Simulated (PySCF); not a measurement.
Run record: core-ionisation job, NaOH (`[OH][Na]`).

Computed with delta-SCF UKS SCAN, pcX-2 on the ionised atom, pcseg-1 elsewhere, spin-free X2C (PySCF 2.14.0). Geometry: PBE0-D3(BJ)/def2-SVP. A driver script takes a list of jobs; this job's settings line and coordinates (Å) are shown.

Input:
```
{"job": {"kind": "xps"}, "charge": 0, "multiplicity": 1}
O     -0.315277     0.027260    -0.018007
Na     1.594128     0.113785    -0.011013
H     -1.255891    -0.146115     0.003909
```

**Question.** What does the run print?

**Answer.** 
```
ground state, core basis on atom 0 (O), 60 functions
  cycle   1  E = -238.13558040  |g| = 1.11e+00
  cycle   2  E = -233.98798902  |g| = 3.05e+00
  cycle   3  E = -238.32987959  |g| = 3.87e-01
  cycle   4  E = -238.37026189  |g| = 8.44e-02
  cycle   5  E = -238.37138548  |g| = 2.64e-02
  cycle   6  E = -238.37149840  |g| = 2.65e-03
  cycle   7  E = -238.37150042  |g| = 6.90e-04
  cycle   8  E = -238.37150148  |g| = 8.67e-05
  E(ground) = -238.36303245 Eh
hole in O 1s of atom 0
  cycle   1  E = -217.93619003  |g| = 2.22e+00
  cycle   2  E = -217.73518582  |g| = 2.08e+00
  cycle   3  E = -218.73499637  |g| = 2.67e-01
  cycle   4  E = -218.74832144  |g| = 2.44e-02
  cycle   5  E = -218.74848472  |g| = 6.71e-03
  cycle   6  E = -218.74849923  |g| = 1.60e-03
  cycle   7  E = -218.74850176  |g| = 3.72e-04
  E(ion) = -218.74422195 Eh   <S^2> = 0.7622   hole on atom = 1.000   binding energy = 533.855 eV
ground state, core basis on atom 1 (Na), 64 functions
  cycle   1  E = -238.33862552  |g| = 1.48e-01
  cycle   2  E = -238.33834474  |g| = 4.85e-02
  cycle   3  E = -238.33743471  |g| = 8.19e-02
  cycle   4  E = -238.33876895  |g| = 7.79e-03
  cycle   5  E = -238.33877626  |g| = 1.57e-04
  E(ground) = -238.34212091 Eh
hole in Na 1s of atom 1
  cycle   1  E = -197.78538732  |g| = 3.29e+00
  cycle   2  E = -197.31205232  |g| = 2.08e+00
  cycle   3  E = -197.95955271  |g| = 1.32e+00
  cycle   4  E = -198.65514971  |g| = 1.81e-01
  cycle   5  E = -198.67441267  |g| = 6.51e-02
  cycle   6  E = -198.67625394  |g| = 1.27e-02
  cycle   7  E = -198.67630542  |g| = 3.51e-03
  cycle   8  E = -198.67631055  |g| = 7.84e-04
  cycle   9  E = -198.67631138  |g| = 2.24e-04
  E(ion) = -198.68698389 Eh   <S^2> = 0.7534   hole on atom = 1.000   binding energy = 1079.071 eV
```

Cycles run on a coarse grid; E(ground) and E(ion) are re-evaluated on a finer one, so they differ from the last cycle. The program numbers atoms from 0.

**Question.** How does the 1s binding energy of Na2 follow from the two total energies?

**Answer.** E(ion) − E(ground) = -198.68698389 − (-238.34212091) = 39.655137 Eh, times 27.211386 eV gives 1079.07 eV.

In short: O1s of O1 533.86 eV; Na1s of Na2 1079.07 eV.

Isolated species at its PBE0-D3(BJ)/def2-SVP geometry, gas phase.

Time: 0.9 s. Hardware: one thread of an x86-64 server, no GPU (shared host).
Labels such as C1 count atoms from 1, the log's own numbers from 0.
